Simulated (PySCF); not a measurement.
Frontier levels across methods

Compound: C5H7F.
Geometry (PBE0-D3(BJ)/def2-SVP, Å), atoms numbered from 1 in this order:
```xyz
13
C5H7F angstrom
C      2.236   -0.082   -0.219
C      1.192    0.390    0.458
C     -0.094   -0.363    0.648
F     -0.022   -1.594    0.045
C     -1.270    0.410    0.124
C     -2.088   -0.029   -0.828
H      3.147    0.510   -0.331
H      2.204   -1.072   -0.680
H      1.223    1.383    0.920
H     -0.242   -0.537    1.733
H     -1.420    1.394    0.583
H     -2.927    0.577   -1.177
H     -1.938   -1.011   -1.285
```

Basis pcSseg-1 throughout (PySCF), one geometry. Geometry: PBE0-D3(BJ)/def2-SVP, one conformer, isolated molecule.

Problem. How do the orbital energies, the gap and the dipole change with the method?

Solution. 
```csv
method,kind,HOMO (eV),LUMO (eV),gap (eV),μ (D),SCF cycles
BLYP,GGA,-6.32,-1.04,5.28,1.49,14
B97-D,GGA,-6.42,-1.08,5.34,1.50,14
OPBE,GGA,-6.46,-1.07,5.40,1.46,14
KT3,GGA,-6.47,-1.12,5.36,1.45,14
KT2,GGA,-6.48,-1.17,5.32,1.46,14
PBE,GGA,-6.50,-1.19,5.31,1.48,14
BP86,GGA,-6.59,-1.28,5.31,1.49,14
LDA,LDA,-6.69,-1.42,5.27,1.55,14
B97-2,global hybrid,-7.38,-0.22,7.15,1.57,14
B3LYP,global hybrid,-7.40,-0.39,7.00,1.58,14
PBE0,global hybrid,-7.64,-0.17,7.47,1.58,14
mPW1PW91,global hybrid,-7.66,-0.19,7.48,1.58,14
BHandHLYP,global hybrid,-8.59,0.97,9.56,1.67,12
CAM-B3LYP,range-separated hybrid,-8.98,1.01,9.98,1.61,13
wB97X-D,range-separated hybrid,-9.51,1.64,11.15,1.59,12
HF,Hartree–Fock,-10.02,3.72,13.74,1.75,10
LC-wPBE,range-separated hybrid,-10.43,2.16,12.59,1.60,12
```

The HOMO spans 4.11 eV, from BLYP down to LC-wPBE, and the gap runs from 5.27 eV (LDA) to 13.74 eV (HF). Over the methods BLYP (0 %), B97-D (0 %), OPBE (0 %), KT3 (0 %), KT2 (0 %), PBE (0 %), BP86 (0 %), LDA (0 %), B97-2 (21 %), B3LYP (20 %), PBE0 (25 %), mPW1PW91 (25 %), BHandHLYP (50 %), HF (100 %), a straight line through the gap against the share of exact exchange rises by 0.84 eV for each 10 % (correlation coefficient 1.000). The dipole ranges from 1.45 D (KT3) to 1.75 D (HF). This basis has no diffuse functions.
